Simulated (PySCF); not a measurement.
# C3H2ClFO: magnetic properties

Programs: PySCF 2.14.0, with routines of our own; each step states its level. All values are computed. Atoms count from 0.

## 1. The system as given

8 atoms, charge 0, multiplicity 1; geometry from: GFN2-xTB.

## 2. Geometry optimisation at PBE0-D3(BJ)/def2-SVP

The job: settings as JSON, then the geometry in Å.

```
{"job": {"xc": "PBE0", "basis": "def2-SVP", "d3": "d3bj", "grid": 1, "kind": "geom"}, "charge": 0, "multiplicity": 1}
O      1.599143    -0.821419     0.819118
C      1.207977    -0.089580    -0.032953
Cl     2.347965     0.695461    -1.126004
C     -0.168646     0.284477    -0.332642
C     -1.161965    -0.215756     0.399316
F     -2.427730     0.092352     0.169450
H     -0.353909     0.965234    -1.147921
H     -1.033779    -0.901356     1.227069
```

The run is started by

```bash
> OMP_NUM_THREADS=1 python excited_run.py task.json out
```

One launch serves the whole session: the jobs run in the order shown.

Q: Estimate the wall time and peak memory of this first job on 1 thread of Intel Xeon 6975P-C, shared host.

About 19 s, with a peak of 0.53 GiB.
